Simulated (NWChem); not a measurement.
Program: NWChem. System: methanethiol (CH₄S), charge 0, spin multiplicity 1, at a geometry optimised with PBE/def2-SVP. Level: RHF/def2-TZVP.

Output (cleaned and shortened):

```
             Northwest Computational Chemistry Package (NWChem) 7.3.0
             --------------------------------------------------------

                                NWChem Input Module
                                -------------------

 Scaling coordinates for geometry "geometry" by  1.889725989
 (inverse scale =  0.529177249)

 Turning off AUTOSYM since
 SYMMETRY directive was detected!

                             Geometry "geometry" -> ""
                             -------------------------

 Output coordinates in angstroms (scale by  1.889725989 to convert to a.u.)

  No.       Tag          Charge          X              Y              Z
 ---- ---------------- ---------- -------------- -------------- --------------
    1 C                    6.0000     1.05462500     0.47943500     0.00000000
    2 S                   16.0000    -0.57653200    -0.34550600     0.00000000
    3 H                    1.0000     1.20864400     1.09632300     0.90673400
    4 H                    1.0000     1.80772900    -0.33177700     0.00000000
    5 H                    1.0000     1.20864400     1.09632300    -0.90673400
    6 H                    1.0000    -1.32824500     0.79061700     0.00000000

 Effective nuclear repulsion energy (a.u.)      55.7757981207

            Nuclear Dipole moment (a.u.)
            ----------------------------
        X                 Y               Z
 ---------------- ---------------- ----------------
     0.0000188973     0.0000000000     0.0000000000

      Symmetry information
      --------------------

 Group name             Cs
 Group number              2
 Group order               2
 No. of unique centers     5

      Symmetry unique atoms

     1    2    3    4    6


 Summary of "ao basis" -> "" (spherical)
 ------------------------------------------------------------------------------
       Tag                 Description            Shells   Functions and Types
 ---------------- ------------------------------  ------  ---------------------
 *                         def2-tzvp                  on all atoms

 Summary of "ao basis" -> "ao basis" (spherical)
 ------------------------------------------------------------------------------
       Tag                 Description            Shells   Functions and Types
 ---------------- ------------------------------  ------  ---------------------
 C                         def2-tzvp                11       31   5s3p2d1f
[...]
   Bfn.  Coefficient  Atom+Function         Bfn.  Coefficient  Atom+Function
  ----- ------------  ---------------      ----- ------------  ---------------
    47      0.375592  2 S  py                36     -0.246187  2 S  s
    35     -0.231534  2 S  s                 50      0.232479  2 S  py
    44      0.176483  2 S  py                34      0.151572  2 S  s

 Vector   13  Occ=2.000000D+00  E=-3.566439D-01  Symmetry=a"
              MO Center= -4.7D-01, -2.4D-01,  7.4D-16, r^2= 1.9D+00
   Bfn.  Coefficient  Atom+Function         Bfn.  Coefficient  Atom+Function
  ----- ------------  ---------------      ----- ------------  ---------------
    48      0.511196  2 S  pz                51      0.412923  2 S  pz
    45      0.234625  2 S  pz                39     -0.182981  2 S  pz

 Vector   14  Occ=0.000000D+00  E= 1.252465D-01  Symmetry=a'
              MO Center=  3.1D-01,  5.6D-01, -4.6D-16, r^2= 6.4D+00
   Bfn.  Coefficient  Atom+Function         Bfn.  Coefficient  Atom+Function
  ----- ------------  ---------------      ----- ------------  ---------------
     5      3.852078  1 C  s                 77     -1.496763  4 H  s
    71     -1.439882  3 H  s                 83     -1.439882  5 H  s
    89     -1.192047  6 H  s                 49     -0.874607  2 S  px
    50      0.399495  2 S  py                 4     -0.297385  1 C  s
    12      0.270326  1 C  px                 3      0.219082  1 C  s

 Vector   15  Occ=0.000000D+00  E= 1.636223D-01  Symmetry=a'
              MO Center= -2.5D-01,  4.1D-01,  2.7D-18, r^2= 6.7D+00
   Bfn.  Coefficient  Atom+Function         Bfn.  Coefficient  Atom+Function
  ----- ------------  ---------------      ----- ------------  ---------------
     5      2.595392  1 C  s                 36     -1.893918  2 S  s
    89      1.174636  6 H  s                 50     -0.913116  2 S  py
    77     -0.868849  4 H  s                 71     -0.814655  3 H  s
    83     -0.814655  5 H  s                 12     -0.553526  1 C  px
    49     -0.459605  2 S  px                 9     -0.234055  1 C  px

 Vector   16  Occ=0.000000D+00  E= 2.072631D-01  Symmetry=a'
              MO Center=  8.1D-02,  2.3D-01,  4.5D-14, r^2= 5.6D+00
   Bfn.  Coefficient  Atom+Function         Bfn.  Coefficient  Atom+Function
  ----- ------------  ---------------      ----- ------------  ---------------
     5      2.097568  1 C  s                 71     -1.750185  3 H  s
    83     -1.750185  5 H  s                 49      1.334450  2 S  px
    13      1.171186  1 C  py                12      1.039561  1 C  px
    89      0.700931  6 H  s                 77     -0.628998  4 H  s
    36      0.580166  2 S  s                  4     -0.570717  1 C  s

 center of mass
 --------------
 x =  -0.11250884 y =  -0.10318314 z =   0.00000000

 moments of inertia (a.u.)
 ------------------
          40.183710453400         -47.452951956778           0.000000000000
         -47.452951956778         119.548582346132           0.000000000000
           0.000000000000           0.000000000000         147.896357244345

  Mulliken analysis of the total density
  --------------------------------------

    Atom       Charge   Shell Charges
 -----------   ------   -------------------------------------------------------
    1 C    6     6.31   0.85  1.12  0.47  0.72  0.04  1.20  1.46  0.35  0.02  0.07  0.00
    2 S   16    16.19   2.01  0.49  1.48  1.04  0.80  4.18  1.69  0.88  2.32  1.18  0.04  0.08  0.01
    3 H    1     0.88   0.26  0.49  0.11  0.02
    4 H    1     0.88   0.26  0.49  0.11  0.02
    5 H    1     0.88   0.26  0.49  0.11  0.02
    6 H    1     0.87   0.23  0.50  0.12  0.02

       Multipole analysis of the density wrt the origin
       ------------------------------------------------

     L   x y z        total         open         nuclear
     -   - - -        -----         ----         -------
     0   0 0 0     -0.000000      0.000000     26.000000

     1   1 0 0      0.369986      0.000000      0.000019
     1   0 1 0      0.528649      0.000000      0.000000
     1   0 0 1      0.000000      0.000000      0.000000

     2   2 0 0    -14.314747      0.000000     71.226268
     2   1 1 0     -0.954719      0.000000     25.787018
     2   1 0 1      0.000000      0.000000      0.000000
     2   0 2 0    -15.299279      0.000000     22.955292
     2   0 1 1     -0.000000      0.000000      0.000000
     2   0 0 2    -16.943104      0.000000      5.872019

 Task  times  cpu:        1.1s     wall:        1.1s

 Total times  cpu:        1.2s     wall:        1.2s
```

Question: Write an NWChem input that would produce this output.

Answer: Several could match; the one computed here: 
```
start mol
memory heap 200 mb stack 900 mb global 1100 mb
geometry units angstroms nocenter noautoz
  C      1.054625     0.479435     0.000000
  S     -0.576532    -0.345506     0.000000
  H      1.208644     1.096323     0.906734
  H      1.807729    -0.331777     0.000000
  H      1.208644     1.096323    -0.906734
  H     -1.328245     0.790617     0.000000
  symmetry group Cs
end
basis spherical
  * library def2-tzvp
end
scf
  rhf
  nopen 0
  maxiter 100
  thresh 1e-7
  semidirect memsize 60000000 filesize 0
end
task scf energy
```
